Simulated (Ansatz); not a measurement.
Species: CHN, charge 0, triplet. This triplet is an excited state, 4.8 eV above the singlet at CCSD(T)/cc-pV5Z (Ansatz, a first-principles code). CHN (parent SMILES C#N, triplet).
B3LYP-D3(BJ)/def2-TZVP minimum from Ansatz:
```xyz
3

C     -0.5008    -0.2815     0.1823
N      0.6354     0.2128    -0.1343
H     -1.4433     0.1990    -0.1535
```
Charge 0, spin multiplicity 3.

Total energies in aug-cc-pVTZ, 10 correlated electrons, 2 frozen orbitals. Open shells are spin-unrestricted; no spin-orbit coupling. Correlated methods leave the cores frozen. No relativity. The UHF reference of CHN (parent SMILES C#N, triplet) is spin-contaminated (<S^2> up to 0.08 over the pure value in the sets run). The spin of CHN (parent SMILES C#N, triplet) was assumed, and the state is the lowest solution found for it.

| method | program | energy (Eh) | minus CCSDT(Q) (mEh) |
|---|---|---|---|
| HF | Ansatz | -92.77831 | 331.18 |
| MP2 | Ansatz | -93.05943 | 50.07 |
| CCSD | Ansatz | -93.09011 | 19.38 |
| CCSD(T) | Ansatz | -93.10549 | 4.00 |
| CCSDT(Q) | Ansatz | -93.10949 | 0.00 |

Rough core times of Ansatz's runs on a shared machine: CCSD(T) 60 s, CCSDT(Q) 40 min.
